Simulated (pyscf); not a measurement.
H₃Si–GeH₃ + silyl (SiH₃•) → GeH₃• + disilane (H₃Si–SiH₃), a substitution at Si (doublet surface; Ge–Si broken, Si–Si formed). Structures and frequencies: ωB97X-D3(BJ)/def2-SVP in PySCF. Energies in kcal/mol from the separated reactants.

Small-basis levels: PySCF, no dispersion term, spherical d functions. Open shells are spin-unrestricted. 

Q: Quick HF/6-31G*+LANL2DZ single points give ΔE‡ = 28.5 kcal/mol and ΔE = -4.3 kcal/mol. What does ωB97M-D3(BJ)/def2-TZVP give, and how far is the quick result from it?

A: ωB97M-D3(BJ)/def2-TZVP gives ΔE‡ = 7.1 kcal/mol and ΔE = -4.3 kcal/mol. HF/6-31G*+LANL2DZ lies 21.4 kcal/mol over it in the barrier and 0.1 kcal/mol over it in the reaction energy, so on this step it does not hold to within 3.0 kcal/mol. ωB97M-D3(BJ)/def2-TZVP has limits of its own. One saddle was located; it need not be the lowest between these sides. The angle at the attacked Si is 180°. In the def2 sets elements up to Kr have no core potential.
